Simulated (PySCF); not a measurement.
## Deuteron quadrupole couplings in 1-pentene

Species: 1-pentene, C5H10.
Structure used (PBE0-D3(BJ)/def2-TZVP), in Å, numbered top down from 1:
```xyz
15
C5H10 angstrom
C      2.168    1.405    0.633
C      1.582    0.392    0.010
C      0.334   -0.288    0.462
C     -0.809   -0.152   -0.539
C     -2.055   -0.905   -0.109
H      1.761    1.804    1.558
H      3.069    1.868    0.250
H      2.018    0.021   -0.917
H      0.027    0.113    1.434
H      0.538   -1.356    0.614
H     -1.040    0.910   -0.673
H     -0.475   -0.516   -1.517
H     -2.420   -0.544    0.857
H     -2.864   -0.789   -0.834
H     -1.852   -1.975   -0.005
```

Level: PBE0/pcSseg-2 (PySCF, non-relativistic); Q(2H) = 0.00286 b; rigid geometry, the same for H and D, with no vibrational averaging.

Question: Rank these positions by the coupling χzz of a deuteron there, largest first.
A. H7 (vinylic hydrogen)
B. H10 (methylene hydrogen)
C. H14 (methyl hydrogen)

Answer: A (201 kHz), C (193 kHz), B (185 kHz).

What are Vzz, η and χzz (234.96 MHz × Q × Vzz) at all hydrogens?

| atom | bonded to | bond length (Å) | Vzz (au) | η | χzz (kHz) |
| --- | --- | --- | --- | --- | --- |
| H6 | C1 | 1.086 | 0.2966 | 0.06 | 199 |
| H7 | C1 | 1.084 | 0.2997 | 0.06 | 201 |
| H8 | C2 | 1.090 | 0.2881 | 0.05 | 194 |
| H9 | C3 | 1.095 | 0.2777 | 0.02 | 187 |
| H10 | C3 | 1.098 | 0.2753 | 0.01 | 185 |
| H11 | C4 | 1.095 | 0.2782 | 0.02 | 187 |
| H12 | C4 | 1.096 | 0.2780 | 0.03 | 187 |
| H13 | C5 | 1.094 | 0.2842 | 0.02 | 191 |
| H14 | C5 | 1.092 | 0.2867 | 0.02 | 193 |
| H15 | C5 | 1.094 | 0.2843 | 0.02 | 191 |

How does χzz go with the bond length over the 10 C–H bonds?

A straight-line fit has a slope of -12.1 kHz for each 0.01 Å, with a correlation coefficient of -0.98, over lengths from 1.084 to 1.098 Å. The longer bonds have the smaller couplings here.

Give the 2H NMR doublet splittings at H12 for a magnetic field along the z, y and x axes of the gradient: 3χ/2, 3χ(1 + η)/4, 3χ(1 − η)/4.

With |χ| = 186.8 kHz and η = 0.025: 280, 144 and 137 kHz, to first order and without motion.

The structure is a single PBE0-D3(BJ)/def2-TZVP conformer in the gas phase; no vibrational or solvent corrections.

These values come from a run that also computed NMR shieldings. On an Intel Xeon at 2.50 GHz with 2 threads, shared host, this took 2.0 min wall, 3.2 min CPU and 2.0 GiB of memory at its peak.
